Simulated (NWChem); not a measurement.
Program: NWChem. System: C2H6S, charge 0, spin multiplicity 1, displaced from the optimised geometry. Level: PBE/def2-SVP.

NWChem printed:

```
             Northwest Computational Chemistry Package (NWChem) 7.3.0
             --------------------------------------------------------

                                NWChem Input Module
                                -------------------

 Scaling coordinates for geometry "geometry" by  1.889725989
 (inverse scale =  0.529177249)

                             Geometry "geometry" -> ""
                             -------------------------

 Output coordinates in angstroms (scale by  1.889725989 to convert to a.u.)

  No.       Tag          Charge          X              Y              Z
 ---- ---------------- ---------- -------------- -------------- --------------
    1 C                    6.0000    -1.49914300     0.78098200    -0.25462400
    2 C                    6.0000    -0.54942900    -0.42355400    -0.45135500
    3 S                   16.0000     1.08441500    -0.26606700     0.41928600
    4 H                    1.0000    -2.48774400     0.59381500    -0.75636000
    5 H                    1.0000    -1.06515800     1.71804900    -0.69678700
    6 H                    1.0000    -1.68587200     0.97308100     0.83492900
    7 H                    1.0000    -0.99584200    -1.35925400    -0.01850900
    8 H                    1.0000    -0.36787000    -0.63184800    -1.53986300
    9 H                    1.0000     1.54327900     0.81864900    -0.29610800

 Effective nuclear repulsion energy (a.u.)     104.9582088298

            Nuclear Dipole moment (a.u.)
            ----------------------------
        X                 Y               Z
 ---------------- ---------------- ----------------
     0.0000018897    -0.0000226767     0.0000075589


 Summary of "ao basis" -> "" (spherical)
 ------------------------------------------------------------------------------
       Tag                 Description            Shells   Functions and Types
 ---------------- ------------------------------  ------  ---------------------
 *                          def2-svp                  on all atoms

  pbe96 is a nonlocal functional; adding pw91lda local functional.

                                 NWChem DFT Module
                                 -----------------

 Summary of "ao basis" -> "ao basis" (spherical)
 ------------------------------------------------------------------------------
       Tag                 Description            Shells   Functions and Types
 ---------------- ------------------------------  ------  ---------------------
 C                          def2-svp                 6       14   3s2p1d
 S                          def2-svp                 8       18   4s3p1d
 H                          def2-svp                 3        5   2s1p

 Summary of "ao basis" -> "ao basis" (spherical)
 ------------------------------------------------------------------------------
       Tag                 Description            Shells   Functions and Types
 ---------------- ------------------------------  ------  ---------------------
 C                          def2-svp                 6       14   3s2p1d
 S                          def2-svp                 8       18   4s3p1d
 H                          def2-svp                 3        5   2s1p

            General Information
            -------------------
          SCF calculation type: DFT
          Wavefunction type:  closed shell.
          No. of atoms     :     9
          No. of electrons :    34
           Alpha electrons :    17
            Beta electrons :    17
          Charge           :     0
          Spin multiplicity:     1
          Use of symmetry is: off; symmetry adaption is: off
          Maximum number of iterations: 100
          AO basis - number of functions:    76
                     number of shells:    38
          Convergence on energy requested:  1.00D-06
          Convergence on density requested:  1.00D-05
          Convergence on gradient requested:  5.00D-04

              XC Information
              --------------
          PerdewBurkeErnzerhof Exchange Functional  1.000
            Perdew 1991 LDA Correlation Functional  1.000 local
           PerdewBurkeErnz. Correlation Functional  1.000 non-local

             Grid Information
[...]
   Bfn.  Coefficient  Atom+Function         Bfn.  Coefficient  Atom+Function
  ----- ------------  ---------------      ----- ------------  ---------------
    41      0.430840  3 S  pz                40      0.405120  3 S  py
    38      0.299554  3 S  pz                39     -0.288438  3 S  px
    37      0.274752  3 S  py                36     -0.188407  3 S  px
    35      0.171419  3 S  pz                 3     -0.167666  1 C  s
    34      0.157469  3 S  py                67      0.121040  8 H  s

 Vector   18  Occ=0.000000D+00  E=-2.088383D-03
              MO Center=  7.3D-01,  1.2D-01, -9.2D-02, r^2= 4.0D+00
   Bfn.  Coefficient  Atom+Function         Bfn.  Coefficient  Atom+Function
  ----- ------------  ---------------      ----- ------------  ---------------
    17      1.125967  2 C  s                 73     -0.825656  9 H  s
    39      0.651662  3 S  px                40      0.568874  3 S  py
    68     -0.520163  8 H  s                 63     -0.412168  7 H  s
     3      0.377664  1 C  s                 53     -0.375013  5 H  s
    58     -0.292345  6 H  s                  8      0.273679  1 C  py

 Vector   19  Occ=0.000000D+00  E= 3.286958D-02
              MO Center=  7.1D-01,  1.2D-01, -1.3D-01, r^2= 3.5D+00
   Bfn.  Coefficient  Atom+Function         Bfn.  Coefficient  Atom+Function
  ----- ------------  ---------------      ----- ------------  ---------------
    32     -1.090111  3 S  s                 17      1.067524  2 C  s
    73      0.909254  9 H  s                 41      0.676592  3 S  pz
    39      0.553409  3 S  px                21      0.546097  2 C  px
    23      0.365735  2 C  pz                40     -0.356504  3 S  py
    63     -0.342776  7 H  s                 31     -0.298075  3 S  s

 Vector   20  Occ=0.000000D+00  E= 5.057723D-02
              MO Center= -1.4D+00,  1.1D-01, -4.4D-01, r^2= 5.7D+00
   Bfn.  Coefficient  Atom+Function         Bfn.  Coefficient  Atom+Function
  ----- ------------  ---------------      ----- ------------  ---------------
     3      1.840176  1 C  s                 48     -1.222984  4 H  s
    63     -0.814094  7 H  s                 58     -0.612302  6 H  s
    53     -0.596923  5 H  s                 68     -0.577471  8 H  s
    17      0.573489  2 C  s                 22     -0.542175  2 C  py
    39     -0.351091  3 S  px                73      0.314338  9 H  s

 center of mass
 --------------
 x =   0.15202550 y =  -0.06363847 z =   0.07439722

 moments of inertia (a.u.)
 ------------------
         113.857620193761          80.093954206680         -83.033587123709
          80.093954206680         337.692122407811          13.053752374934
         -83.033587123709          13.053752374934         358.744081248848

     Multipole analysis of the density
     ---------------------------------

     L   x y z        total         alpha         beta         nuclear
     -   - - -        -----         -----         ----         -------
     0   0 0 0     -0.000000    -17.000000    -17.000000     34.000000

     1   1 0 0     -0.383890     -0.191946     -0.191946      0.000002
     1   0 1 0      0.212792      0.106408      0.106408     -0.000023
     1   0 0 1     -0.413577     -0.206792     -0.206792      0.000008

     2   2 0 0    -20.325301    -95.485094    -95.485094    170.644886
     2   1 1 0      1.624007     22.851322     22.851322    -44.078637
     2   1 0 1     -0.515715    -22.393584    -22.393584     44.271453
     2   0 2 0    -20.176754    -33.366067    -33.366067     46.555381
     2   0 1 1     -0.435020      3.191287      3.191287     -6.817595
     2   0 0 2    -20.865317    -25.856157    -25.856157     30.846996

            General Information
            -------------------
          SCF calculation type: DFT
          Wavefunction type:  closed shell.
          No. of atoms     :     9
          No. of electrons :    34
           Alpha electrons :    17
            Beta electrons :    17
          Charge           :     0
          Spin multiplicity:     1
          Use of symmetry is: off; symmetry adaption is: off
          Maximum number of iterations: 100
          AO basis - number of functions:    76
                     number of shells:    38
          Convergence on energy requested:  1.00D-06
          Convergence on density requested:  1.00D-05
          Convergence on gradient requested:  5.00D-04

              XC Information
              --------------
          PerdewBurkeErnzerhof Exchange Functional  1.000
            Perdew 1991 LDA Correlation Functional  1.000 local
           PerdewBurkeErnz. Correlation Functional  1.000 non-local

             Grid Information
             ----------------
          Grid used for XC integration:  xcoarse
          Radial quadrature: Mura-Knowles
          Angular quadrature: Lebedev.
          Tag              B.-S. Rad. Rad. Pts. Rad. Cut. Ang. Pts.
          ---              ---------- --------- --------- ---------
          C                   0.70       21           8.0       194
          S                   1.00       42          10.0       194
          H                   0.35       21          10.0       194
          Grid pruning is: on
          Number of quadrature shells:   210
          Spatial weights used:  Erf1

          Convergence Information
          -----------------------
          Convergence aids based upon iterative change in
          total energy or number of iterations.
          Levelshifting, if invoked, occurs when the
          HOMO/LUMO gap drops below (HL_TOL):  1.00D-02
          DIIS, if invoked, will attempt to extrapolate
          using up to (NFOCK): 10 stored Fock matrices.

                    Damping( 0%)  Levelshifting(0.5)       DIIS
                  --------------- ------------------- ---------------
          dE  on:    start            ASAP                start
          dE off:    2 iters        100 iters           100 iters

      Screening Tolerance Information
      -------------------------------
          Density screening/tol_rho:  1.00D-10
          AO Gaussian exp screening on grid/accAOfunc:  14
          CD Gaussian exp screening on grid/accCDfunc:  20
          XC Gaussian exp screening on grid/accXCfunc:  20
          Schwarz screening/accCoul:  1.00D-08

                            NWChem DFT Gradient Module
                            --------------------------

  charge          =   0.00
  wavefunction    = closed shell

                         DFT ENERGY GRADIENTS

    atom               coordinates                        gradient
                 x          y          z           x          y          z
   1 C      -2.832969   1.475842  -0.481170   -0.001571   0.000905  -0.000298
   2 C      -1.038270  -0.800401  -0.852937    0.003948  -0.000537   0.001732
   3 S       2.049247  -0.502794   0.792336    0.003291  -0.004388   0.005926
   4 H      -4.701154   1.122148  -1.429313   -0.007949  -0.001292  -0.003878
   5 H      -2.012857   3.246642  -1.316737    0.003685   0.007541  -0.003611
   6 H      -3.185836   1.838856   1.577787   -0.001564   0.001671   0.008894
   7 H      -1.881869  -2.568618  -0.034977   -0.004257  -0.007519   0.003060
   8 H      -0.695173  -1.194020  -2.909919    0.001452  -0.001873  -0.008509
   9 H       2.916374   1.547022  -0.559563    0.002965   0.005491  -0.003317

                 ----------------------------------------
                 |  Time  |  1-e(secs)   |  2-e(secs)   |
                 ----------------------------------------
                 |  CPU   |       0.01   |       2.21   |
                 ----------------------------------------
                 |  WALL  |       0.01   |       2.21   |
                 ----------------------------------------

 Task  times  cpu:        6.1s     wall:        6.1s

 Total times  cpu:        6.1s     wall:        6.1s
```

Question: Write an NWChem input that would produce this output.

Answer: This is not unique; one that fits is 
```
start mol
memory heap 200 mb stack 900 mb global 1100 mb
geometry units angstroms nocenter noautoz noautosym
  C     -1.499143     0.780982    -0.254624
  C     -0.549429    -0.423554    -0.451355
  S      1.084415    -0.266067     0.419286
  H     -2.487744     0.593815    -0.756360
  H     -1.065158     1.718049    -0.696787
  H     -1.685872     0.973081     0.834929
  H     -0.995842    -1.359254    -0.018509
  H     -0.367870    -0.631848    -1.539863
  H      1.543279     0.818649    -0.296108
end
basis spherical
  * library def2-svp
end
dft
  xc xpbe96 cpbe96
  semidirect memsize 60000000 filesize 0
  iterations 100
  grid xcoarse
end
task dft gradient
```
